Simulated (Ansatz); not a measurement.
Relaxation of BH3OSi (6 atoms, charge 0, multiplicity 1), to a largest force component of 0.015 eV/Å in at most 40 steps.

The calculation used Ansatz 0.2.0, RKS B3LYP-D4/def2-SVP.

```xyz
6
Properties=species:S:1:pos:R:3
B 0.251 -0.526 -0.849
Si -0.219 0.491 0.763
O 0.217 1.909 1.056
H -0.112 -1.621 -1.046
H 0.927 -0.044 -1.673
H -1.064 -0.209 1.749
```

Where does it end, and by what steps?

It converged. The force dipped under the threshold on the way, but the program's further checks kept it going. After 20 steps the energy has fallen by 0.188 eV; H4 moved furthest, 0.96 Å.

```json
{"step": "0", "energy less start (eV)": "0.0000", "largest force component (eV/Å)": "1.863", "accepted": "yes"}
{"step": "1", "energy less start (eV)": "-0.0896", "largest force component (eV/Å)": "0.823", "accepted": "yes"}
{"step": "2", "energy less start (eV)": "-0.1045", "largest force component (eV/Å)": "0.044", "accepted": "yes"}
{"step": "3", "energy less start (eV)": "-0.1045", "largest force component (eV/Å)": "0.017", "accepted": "yes"}
{"step": "4", "energy less start (eV)": "-0.1046", "largest force component (eV/Å)": "0.002", "accepted": "yes"}
{"step": "5", "energy less start (eV)": "-0.1046", "largest force component (eV/Å)": "0.002", "accepted": "yes"}
{"step": "6", "energy less start (eV)": "-0.1046", "largest force component (eV/Å)": "0.012", "accepted": "yes"}
{"step": "7", "energy less start (eV)": "-0.1046", "largest force component (eV/Å)": "0.025", "accepted": "yes"}
{"step": "8", "energy less start (eV)": "-0.1039", "largest force component (eV/Å)": "0.259", "accepted": "no"}
{"step": "9", "energy less start (eV)": "-0.1007", "largest force component (eV/Å)": "0.190", "accepted": "no"}
{"step": "10", "energy less start (eV)": "-0.1048", "largest force component (eV/Å)": "0.025", "accepted": "yes"}
{"step": "11", "energy less start (eV)": "-0.1053", "largest force component (eV/Å)": "0.135", "accepted": "yes"}
{"step": "12", "energy less start (eV)": "-0.1068", "largest force component (eV/Å)": "0.152", "accepted": "yes"}
{"step": "13", "energy less start (eV)": "-0.1072", "largest force component (eV/Å)": "0.483", "accepted": "yes"}
{"step": "14", "energy less start (eV)": "-0.1468", "largest force component (eV/Å)": "0.160", "accepted": "yes"}
{"step": "15", "energy less start (eV)": "-0.1714", "largest force component (eV/Å)": "0.131", "accepted": "yes"}
{"step": "16", "energy less start (eV)": "-0.1687", "largest force component (eV/Å)": "0.577", "accepted": "no"}
{"step": "17", "energy less start (eV)": "-0.1806", "largest force component (eV/Å)": "0.047", "accepted": "yes"}
{"step": "18", "energy less start (eV)": "-0.1849", "largest force component (eV/Å)": "0.148", "accepted": "yes"}
{"step": "19", "energy less start (eV)": "-0.1876", "largest force component (eV/Å)": "0.070", "accepted": "yes"}
{"step": "20", "energy less start (eV)": "-0.1881", "largest force component (eV/Å)": "0.008", "accepted": "yes"}
```

```xyz
6
Properties=species:S:1:pos:R:3
B 0.258 -0.535 -0.855
Si -0.238 0.477 0.806
O -0.462 2.003 0.741
H -0.591 -0.986 -1.580
H 1.410 -0.647 -1.188
H -0.377 -0.311 2.076
```

Time of the run: 35 s on 1 thread of Arm Neoverse V2, on a shared host, peak memory 0.14 GiB.
